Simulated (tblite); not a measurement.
# F2H3Si: the cost of one run

Programs: tblite 0.8.0 and PySCF 2.14.0. All values are calculated, for the isolated system unless a continuum is named. Atoms count from 0, parts from 1.

## 1. The system as given

6 atoms, charge -1, multiplicity 1; geometry: rigid parts in contact. Parts: 1 = atoms 0–4, `F[SiH3]`, charge 0; 2 = atom 5, `[F-]`, charge -1.

## 2. Docking the parts with GFN2-xTB

The job: settings as JSON, then the geometry in Å.

```
{"job": {"kind": "dock", "xc": "GFN2-xTB", "basis": "xTB"}, "charge": -1, "multiplicity": 1, "parts": [{"atoms": "0-4", "charge": 0, "multiplicity": 1}, {"atoms": "5-5", "charge": -1, "multiplicity": 1}]}
Si    -0.009060    -0.093138    -0.005413
F      0.148203     1.502201     0.090349
H      0.661244    -0.612286     1.175889
H      0.642865    -0.463979    -1.251071
H     -1.443252    -0.332797    -0.009754
F      1.949057    -2.096594     0.256804
```

Level: GFN2-xTB search for minima from random contacts, gas phase.

Started as:

```
$ OMP_NUM_THREADS=1 python cluster_run.py task.json out
```

This one command runs all jobs of the session in turn.

Q: Estimate the wall time of this first job on 1 thread of Arm Neoverse N1, shared host.

About 6.7 s.
